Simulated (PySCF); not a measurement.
## Unknown compound

The spectra below were simulated for a compound C₄H₁₂N₂.

¹H NMR (400 MHz, computed): δ 2.56 (br s, 2H), 1.93 (br s, 1H), 1.00 (s, 9H).

¹³C{¹H} NMR (computed): δ 54.6 (C), 27.9 (CH3).

Computed data (PySCF 2.14.0 with density-fitted response routines): geometry from GFN2-xTB, NMR shieldings at PBE0/pcSseg-1/GIAO. Fast rotation and ring inversion assumed for equivalent nuclei, relativity neglected, in vacuum, one conformer.

δ = σ(ref) − σ, references computed at the same level: ¹H (31.72 ppm), ¹³C (186.93 ppm) vs TMS.

Q: Deduce the structure.

A: 
- The formula gives 0 degrees of unsaturation.
- 2 carbon signals for 4 carbons: some carbons are equivalent by symmetry or fast rotation.
- Carbon types of the structure: 1 × C, 3 × CH3, leaving 3 H on heteroatoms.
- δC 54.6: fully substituted sp3 carbon bonded to N; pulled downfield by the heteroatom.
- δC 27.9: methyl carbon; aliphatic region, no heteroatom directly attached.
- δH 2.56, 1.93: hydrogen on a nitrogen bonded to O or N; exchangeable, gas-phase position.
- δH 1.00: hydrogen on a methyl carbon.

The compound is tert-butylhydrazine (N(C(C)(C)C)N).

This is the structure that produced the data.

The OH or NH signal is concentration- and solvent-dependent in practice; the value given is the gas-phase one. Shifts are as computed. Against solution values, carbons near 30 ppm lie about +3 ppm off and those near 130 ppm about +5 ppm. Of 1211 compounds with measured shifts, 218 miss one by over three times the rms of a fit or turn the order of signals round; such compounds aren't used in these exercises.
